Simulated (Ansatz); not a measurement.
`C#CSCC` + H₂ → `C#CSC` + CH₄ at 400 K and 1 bar (hydrogenolysis of a C–C bond).

Calculated with Ansatz (gas phase, PBE0-D4/def2-TZVP geometries, no zero-point term in ΔE). CCSD(T)/CBS adds triple-zeta CCSD(T) − MP2 to the extrapolated MP2 energy (def2 sets, frozen cores). This one scheme is used for every species. Each species was taken in one conformer, which may not be the lowest.

| species | CCSD(T)/CBS energy (Eh) | H − E (kJ/mol) | S (J/(mol·K)) |
| --- | --- | --- | --- |
| `C#CSCC` | -553.52540 | 256.7 | 363.5 |
| H₂ | -1.17544 | 38.0 | 139.0 |
| `C#CSC` | -514.26192 | 175.7 | 327.3 |
| CH₄ | -40.46206 | 131.3 | 197.2 |

H − E and S are ideal-gas, rigid-rotor, harmonic terms from PBE0-D4/def2-TZVP, for one conformer and one mirror image of each species. For small species the MP2-based limit differs from directly extrapolated CCSD(T) by up to some mEh (0.8 for H₂); such offsets cancel only in part. 1 Eh = 2625.50 kJ/mol, R = 8.31446 J/(mol·K).

**Question.** By hand: ΔE, ΔH, ΔS and ΔG.

**Answer.** ΔE = (-514.26192) + (-40.46206) − (-553.52540) − (-1.17544) = -0.02314 Eh = -60.8 kJ/mol. Δ(H − E) = 175.7 + 131.3 − 256.7 − 38.0 = 12.3, so ΔH = -48.5 kJ/mol. ΔS = 327.3 + 197.2 − 363.5 − 139.0 = 22.0 J/(mol·K). ΔG = -48.5 − 400 × (22.0)/1000 = -57.3 kJ/mol.

**Question.** By hand: the equilibrium constant, and the temperature at which ΔG would vanish if ΔH and ΔS stayed fixed.

**Answer.** log₁₀ K = −ΔG/(RT ln 10) = 7.5. ΔH and −TΔS have one sign here, so there is no such temperature.

ΔH outweighs TΔS. A doubt of 5 kJ/mol in ΔE shifts log₁₀ K by 0.7 here. Other conformers and mirror images would add mixing entropy, several J/(mol·K) or more a flexible species. These are equilibria of isolated gas molecules and say nothing of rates. Largest T1 diagnostic: 0.012 (customary marks: 0.02 for closed shells, 0.045 for open ones).
